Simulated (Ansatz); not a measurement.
Results of LC-ωPBE (Ansatz, a program for electronic structure, PAW) for rock-salt SnTe (cubic form, which distorts at low temperature).

Settings: plane-wave cutoff 460 eV, 8×8×8 k mesh, Fermi–Dirac smearing 0.01 eV, scalar-relativistic PAW data made under PBE.

Computed points:

```
V (Å³/atom)  E − E_lowest (meV/atom)  P (GPa)
-----------  -----------------------  -------
30.091                         13.18    2.819
30.883                          3.07    1.302
31.236                          0.89    0.688
31.675                          0.00   -0.029
32.467                          3.10   -1.197
33.258                         11.60   -2.224
```

Question: Estimate the bulk modulus from the pressures at 31.236 and 32.467 Å³/atom, and compare it with a fit to all energies.

Answer: B = −V dP/dV. Between V = 31.236 and 32.467 Å³/atom, dP/dV = (-1.197 − (0.688))/(32.467 − 31.236) = -1.53 GPa per Å³/atom; at the midpoint 31.852 Å³/atom this gives B ≈ 48.8 GPa. The third-order Birch–Murnaghan fit gives V0 = 31.656 Å³/atom, B0 = 50.0 GPa, B′ = 4.2, which lies 2 % above that estimate.

Measured, for comparison: bulk modulus 37.8 GPa (temperature not stated, not corrected to a static lattice; as tabulated in Toher et al. (2017), arXiv:1611.05714); equilibrium volume per atom 31.50 Å³/atom (room temperature, not corrected to a static lattice; as tabulated in Maiti et al. (2022), arXiv:2109.01420). Computed (rounded) less measured: bulk modulus +32 %, equilibrium volume per atom +0.5 %.

Note: symmetry holds this phase in the static calculation, where it need not be a minimum.

Spin–orbit coupling is not included.

Computed values are for the static lattice.
